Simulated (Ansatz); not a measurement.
**CHAlN (sextet): one geometry, many settings**

Aim: run CHAlN (sextet) at one geometry under a spread of methods and options, and see what each costs and gives.

Computed with Ansatz 0.2.0, Gaussian basis. Level: the settings change from run to run.

21 further runs of the same task are left out: 9 that didn't finish, 12 set aside as unsound or not needed.

**1. The geometry**

The geometry is a PBE0/def2-TZVP stationary point (not a proven minimum) of the parent state, kept for this charge and spin.

4 atoms, charge 0, spin multiplicity 6.

Atoms are counted from 1 here; the program's logs count them from 0.

Bond lengths: Al1–N2 1.818 Å, Al1–H4 1.595 Å, N2–C3 1.194 Å. Angles: N2–Al1–H4 111.0°, Al1–N2–C3 170.0°.

**2. HF/6-31G**

Contents of in.yaml:

```yaml
crystal:
  periodic: [false, false, false]
  atoms:
    - {symbol: Al, position_ang: [0.000000, -0.111786, 1.121424]}
    - {symbol: N, position_ang: [0.000000, 0.097969, -0.684708]}
    - {symbol: C, position_ang: [0.000000, 0.027668, -1.876852]}
    - {symbol: H, position_ang: [0.000000, 1.301302, 1.860276]}
basis:
  gaussian: {orbitals: 6-31G}
magnetization: {spin_polarized: false, initial_magnetization: 5}
hamiltonian: {xc: hf}
output: {orbitals: {seedname: orbitals}}
```

On the command line:

```sh
> ansatz run in.yaml --threads 1 --pin off --events-out ev --progress --plain --max-ram 2393MiB
```

The program printed:

```text
Functional definition: HF
  name "HF"
  cite "Fock, Z. Phys. 61, 126 (1930) doi:10.1007/BF01340294"
  parent pbe
  exchange = exact_x
  correlation = 0
429 factors; integrals over basis functions are off by at most 1.8e-4 eV
mean field evaluation 1: about -9095.5772 eV, gradient 1.7e1 eV
mean field evaluation 2: about -9095.5890 eV, gradient 1.7e1 eV
mean field evaluation 4: about -9098.5736 eV, gradient 4.4e0 eV
mean field evaluation 8: about -9099.8416 eV, gradient 1.6e0 eV
mean field evaluation 16: about -9099.9889 eV, gradient 7.7e-6 eV
mean field evaluation 32: about -9099.6450 eV, gradient 1.4e0 eV
mean field evaluation 64: about -9099.7024 eV, gradient 8.9e-2 eV
mean field evaluation 96: about -9097.1981 eV, gradient 1.3e0 eV
mean field evaluation 128: about -9099.9755 eV, gradient 2.5e-1 eV
mean field evaluation 160: about -9096.7161 eV, gradient 2.3e-1 eV
mean field -9099.98888013 eV, -334.4184231509 hartree, gradient 7.5e-6 eV, S^2 8.750000; 8 other end points of the search recorded, 0 dependent functions left out
reference -9099.98888013 eV, -334.4184231509 hartree; 16, 11 occupied and 17, 22 virtual orbitals, 429 factors
Total energy: -9099.98888013 eV, -334.4184231509 hartree
```

It took 0.93 s on 1 thread of Arm Neoverse V1, shared host.

**3. NEVPT4(SD)(11,8)/STO-3G**

in.yaml: that of step 2 with these lines changed.

```diff
@@ -8,5 +8,5 @@
 basis:
-  gaussian: {orbitals: 6-31G}
+  gaussian: {orbitals: STO-3G}
 magnetization: {spin_polarized: false, initial_magnetization: 5}
-hamiltonian: {xc: hf}
-output: {orbitals: {seedname: orbitals}}
+correlation: {method: fic_nevpt4_sd, electrons: outside_noble_gas, active_space: {window: {electrons: 11, orbitals: 8}}}
+scf: {lower_state_search: off}
```

Same command.

The program printed, cut to the lines that bear on the results:

```text
Functional definition: HF
  name "HF"
  cite "Fock, Z. Phys. 61, 126 (1930) doi:10.1007/BF01340294"
  parent pbe
[...]
241 factors; integrals over basis functions are off by at most 2.8e-5 eV
[...]
mean field -8988.69280991 eV, -330.3283680093 hartree, gradient 2.0e-6 eV, S^2 8.750000; 0 other end points of the search recorded, 0 dependent functions left out
reference -8988.69280991 eV, -330.3283680093 hartree; 16, 11 occupied and 4, 9 virtual orbitals, 241 factors
state -8988.94598703 eV, -330.3376720971 hartree
state -8988.94598703 eV, -330.3376720971 hartree; corrected -8990.88035597 eV, -330.4087588443 hartree
Total energy: -8990.88035597 eV, -330.4087588443 hartree
Checks for a lower state left out: stability, starts, cluster_reference, orbital_swaps, neighbouring_geometries, increment
```

It took 0.87 s on 1 thread of Arm Neoverse V1, shared host.

From the report: 30 determinants; active occupations 2.00, 2.00, 2.00, 1.00, 1.00, 1.00, 1.00, 1.00.

**4. CCSD(T) on ROHF/cc-pVDZ**

in.yaml: that of step 3 with these lines changed.

```diff
@@ -8,5 +8,5 @@
 basis:
-  gaussian: {orbitals: STO-3G}
+  gaussian: {orbitals: cc-pVDZ}
 magnetization: {spin_polarized: false, initial_magnetization: 5}
-correlation: {method: fic_nevpt4_sd, electrons: outside_noble_gas, active_space: {window: {electrons: 11, orbitals: 8}}}
-scf: {lower_state_search: off}
+hamiltonian: {pseudopotentials: {relativity: scalar}}
+correlation: {method: ccsd_t, electrons: all}
```

Same command.

The program printed, cut to the lines that bear on the results:

```text
Functional definition: HF
  name "HF"
  cite "Fock, Z. Phys. 61, 126 (1930) doi:10.1007/BF01340294"
  parent pbe
[...]
495 factors; integrals over basis functions are off by at most 1.0e-3 eV
[...]
mean field -9113.66929233 eV, -334.9211690261 hartree, gradient 2.8e-6 eV, S^2 8.750000; 19 other end points of the search recorded, 0 dependent functions left out
[...]
determinant -9113.66929233 eV, -334.9211690261 hartree, with singles and doubles -9121.06434037 eV, -335.1929320291 hartree
determinant -9113.42246727 eV, -334.9120983727 hartree, with singles and doubles -9120.66822634 eV, -335.1783751072 hartree
determinant -9112.45098485 eV, -334.8763970521 hartree, with singles and doubles -9120.48958805 eV, -335.1718102711 hartree
determinant -9112.28774150 eV, -334.8703979696 hartree, with singles and doubles -9119.89827050 eV, -335.1500797518 hartree
[...]
determinant -9110.90909319 eV, -334.8197335789 hartree, with singles and doubles -9118.64627181 eV, -335.1040696487 hartree
determinant -9110.28887842 eV, -334.7969411062 hartree, with singles and doubles -9117.82144020 eV, -335.0737576462 hartree
determinant -9113.66929233 eV, -334.9211690261 hartree, with singles and doubles -9121.07871447 eV, -335.1934602674 hartree
determinant -9113.42246727 eV, -334.9120983727 hartree, with singles and doubles -9120.67136078 eV, -335.1784902956 hartree
determinant -9111.80001505 eV, -334.8524743532 hartree, with singles and doubles -9120.82864681 eV, -335.1842704507 hartree
reference -9113.66929233 eV, -334.9211690261 hartree; 16, 11 occupied and 35, 40 virtual orbitals, 495 factors
second order -6.26875482 eV of doubles, -0.15827211 eV of singles
cycle   1  -7.40942292 eV  change   -7.8e-7 eV  update   2.8e-6
perturbative correction -0.23291951 eV, -0.0085596342 hartree
Total energy: -9121.31163476 eV, -335.2020199305 hartree
Relativity: scalar
```

It took 42 s on 1 thread of Arm Neoverse V1, shared host; peak memory 0.25 GiB.

From the report: correlation -7.6423 eV; T1 0.038; largest double amplitude 0.07.

**5. BCCD on ROHF/cc-pVDZ**

in.yaml: that of step 4 with these lines changed.

```diff
@@ -10,3 +10,4 @@
 magnetization: {spin_polarized: false, initial_magnetization: 5}
-hamiltonian: {pseudopotentials: {relativity: scalar}}
-correlation: {method: ccsd_t, electrons: all}
+correlation: {method: bccd, electrons: valence}
+accuracy: high
+output: {forces: true}
```

The command is unchanged.

The program printed, cut to the lines that bear on the results:

```text
Functional definition: HF
  name "HF"
  cite "Fock, Z. Phys. 61, 126 (1930) doi:10.1007/BF01340294"
  parent pbe
[...]
1063 factors; integrals over basis functions are off by at most 3.3e-9 eV
[...]
mean field -9101.80125697 eV, -334.4850267712 hartree, gradient 2.2e-8 eV, S^2 8.750000; 18 other end points of the search recorded, 0 dependent functions left out
[...]
determinant -9101.80125697 eV, -334.4850267712 hartree, with singles and doubles -9108.94276772 eV, -334.7474724506 hartree
determinant -9101.55406094 eV, -334.4759424845 hartree, with singles and doubles -9108.54457919 eV, -334.7328392920 hartree
determinant -9100.59090128 eV, -334.4405470201 hartree, with singles and doubles -9108.37794973 eV, -334.7267157723 hartree
determinant -9100.41762427 eV, -334.4341792074 hartree, with singles and doubles -9107.77826572 eV, -334.7046777913 hartree
[...]
7 core orbitals not correlated: weight in the atoms' cores, before any rotation towards them, 1.000 or more for the frozen orbitals, at most 0.000 for the correlated occupied ones
reference -9101.80125697 eV, -334.4850267712 hartree; 9, 4 occupied and 35, 40 virtual orbitals, 1063 factors
second order -6.00539964 eV of doubles, -0.15606839 eV of singles
cycle   1  -7.15306699 eV  change    3.3e-3 eV  update   3.0e-2
[...]
cycle  32  -7.14867051 eV  change   2.0e-10 eV  update  7.6e-10
[...]
Total energy: -9108.94992748 eV, -334.7477355668 hartree
Atom 0 at     0.000000    -0.111786     1.121424 Å, force    -0.000000    -0.087143     1.008661 eV/Å
Atom 1 at     0.000000     0.097969    -0.684708 Å, force    -0.000000     0.650203    15.496299 eV/Å
Atom 2 at     0.000000     0.027668    -1.876852 Å, force     0.000000    -0.698573   -16.561134 eV/Å
Atom 3 at     0.000000     1.301302     1.860276 Å, force     0.000000     0.135514     0.056174 eV/Å
Dipole moment:     0.000000    -0.111819    -0.231594 e Å
```

Wall time 43 s (1 thread of Arm Neoverse V1, shared host); peak memory 0.39 GiB.

From the report: correlation -7.1487 eV; largest double amplitude 0.06.

**6. BCCD(T)/cc-pVDZ**

in.yaml: that of step 5 with these lines changed.

```diff
@@ -10,3 +10,4 @@
 magnetization: {spin_polarized: false, initial_magnetization: 5}
-correlation: {method: bccd, electrons: valence}
+hamiltonian: {xc: {name: r2SCAN}}
+correlation: {method: bccd_t, electrons: outside_noble_gas}
 accuracy: high
```

Same command.

The program printed, cut to the lines that bear on the results:

```text
Functional definition: r2SCAN
  name "r2SCAN"
  cite "Furness, Kaplan, Ning, Perdew & Sun, J. Phys. Chem. Lett. 11, 8208 (2020) doi:10.1021/acs.jpclett.0c02405"
  cite "Furness, Kaplan, Ning, Perdew & Sun, J. Phys. Chem. Lett. 11, 9248 (2020) doi:10.1021/acs.jpclett.0c03077"
  parent r2scan
[...]
1063 factors; integrals over basis functions are off by at most 3.3e-9 eV
[...]
mean field -9126.45656016 eV, -335.3910924513 hartree, gradient 2.5e-8 eV, S^2 8.750000; 7 other end points of the search recorded, 0 dependent functions left out
[...]
7 core orbitals not correlated: weight in the atoms' cores, before any rotation towards them, 1.000 or more for the frozen orbitals, at most 0.000 for the correlated occupied ones
reference -9100.73076781 eV, -334.4456870201 hartree; 9, 4 occupied and 35, 40 virtual orbitals, 1063 factors
second order -7.06723309 eV of doubles, -0.63321562 eV of singles
cycle   1  -7.75306176 eV  change   -4.1e-2 eV  update   1.1e-1
[...]
cycle  33  -8.16610788 eV  change   8.8e-12 eV  update   1.5e-9
perturbative correction -0.24564370 eV, -0.0090272394 hartree
[...]
Total energy: -9109.14251939 eV, -334.7548131891 hartree
Atom 0 at     0.000000    -0.111786     1.121424 Å, force    -0.000000    -0.261502     1.168874 eV/Å
Atom 1 at     0.000000     0.097969    -0.684708 Å, force     0.000000     0.652945    15.052836 eV/Å
Atom 2 at     0.000000     0.027668    -1.876852 Å, force    -0.000000    -0.646847   -16.263795 eV/Å
Atom 3 at     0.000000     1.301302     1.860276 Å, force     0.000000     0.255404     0.042085 eV/Å
Dipole moment:     0.000000    -0.095732    -0.280025 e Å
```

Run time: 63 s. Hardware: 1 thread of Arm Neoverse V1, shared host; peak memory 0.43 GiB.

From the report: correlation -8.4118 eV; largest double amplitude 0.06.

**7. The runs in one table**

```
                                   level         correlated  functions  energy (eV)    time
                                HF/6-31G                            33   -9099.9889  0.93 s
                 NEVPT4(SD)(11,8)/STO-3G  outside noble gas         20   -8990.8804  0.87 s
CCSD(T) on ROHF/cc-pVDZ (relativity set)                all         51   -9121.3116    42 s
                    BCCD on ROHF/cc-pVDZ            valence         51   -9108.9499    43 s
    BCCD(T)/cc-pVDZ (on r2SCAN orbitals)  outside noble gas         51   -9109.1425    63 s
```

**8. Results**

| quantity | value |
| --- | --- |
| runs | 5 |
| quickest | NEVPT4(SD)(11,8)/STO-3G, 0.87 s |
| slowest | BCCD(T)/cc-pVDZ (on r2SCAN orbitals), 63 s |

What this shows: Total energies in different bases, with other cores or another treatment of relativity can't be set against each other. BCCD(T)/cc-pVDZ (on r2SCAN orbitals) took 72 times as long as NEVPT4(SD)(11,8)/STO-3G; the jobs differ in more than the method.
